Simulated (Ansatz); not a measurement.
Results of PBEsol (PAW; Ansatz, a first-principles code) for chalcopyrite CuGaSe2.

Numerical settings: plane-wave cutoff 500 eV, 10×10×10 k mesh, Fermi–Dirac smearing 0.05 eV, no spin polarisation, scalar-relativistic PAW data made under PBE.

Computed at the level's own relaxed cell.

### Question
Predict the equilibrium volume per atom, lattice constant a and lattice parameter c.

### Answer

* **equilibrium volume per atom**: 21.48 Å³/atom
* **lattice constant a**: 5.571 Å
* **lattice parameter c**: 11.073 Å

Measured, for comparison: lattice constant a 5.619 Å (293 K, no zero-point or thermal correction, our sources range from 5.596 to 5.619; as tabulated in Souilah et al., J. Solid State Chem. 183, 2274 (2010), by the Crystallography …); lattice parameter c 11.026 Å (293 K, no zero-point or thermal correction; as tabulated in Souilah et al., J. Solid State Chem. 183, 2274 (2010), by the Crystallography …). Computed (rounded) less measured: lattice constant a -0.9 % (-0.4 % to -0.9 % over the range), lattice parameter c +0.4 %. A static lattice is as a rule a little smaller and stiffer than an uncorrected measurement, which narrows the difference in the lattice constant a and would widen misses of the other sign.

Static lattice: no zero-point or thermal effects.
